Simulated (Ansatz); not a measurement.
2H WSe2, treated with PBE (PAW; Ansatz, a quantum-chemistry and plane-wave program).

Numerical settings: plane-wave cutoff 520 eV, 12×12×4 k mesh (along the axes of the cell as run), perturbation theory, no spin polarisation, scalar-relativistic PAW data made under PBE.

Cell (relaxed at this level):

```
CELL_PARAMETERS angstrom
      3.32069     0.00000     0.00000
     -1.66034     2.87580     0.00000
      0.00000     0.00000    15.25067
ATOMIC_POSITIONS crystal
  W  0.66667 0.33333 0.75000
  W  0.33333 0.66667 0.25000
  Se 0.66667 0.33333 0.36004
  Se 0.33333 0.66667 0.86004
  Se 0.33333 0.66667 0.63996
  Se 0.66667 0.33333 0.13996
```

**Question.** Predict the high-frequency dielectric constant (mean over three axes) and dielectric constant ε0 (ions relaxed) (mean over three axes).

**Answer.** 
- high-frequency dielectric constant (mean over three axes): 10.0
- dielectric constant ε0 (ions relaxed) (mean over three axes): 10.1

Note: the cell comes from a level without a dispersion term, which matters for the spacing of layers, chains or molecules; the cell has widely spaced layers and the level no dispersion term, so their spacing and the moduli can rest on weak binding.

Spin–orbit coupling is not included.
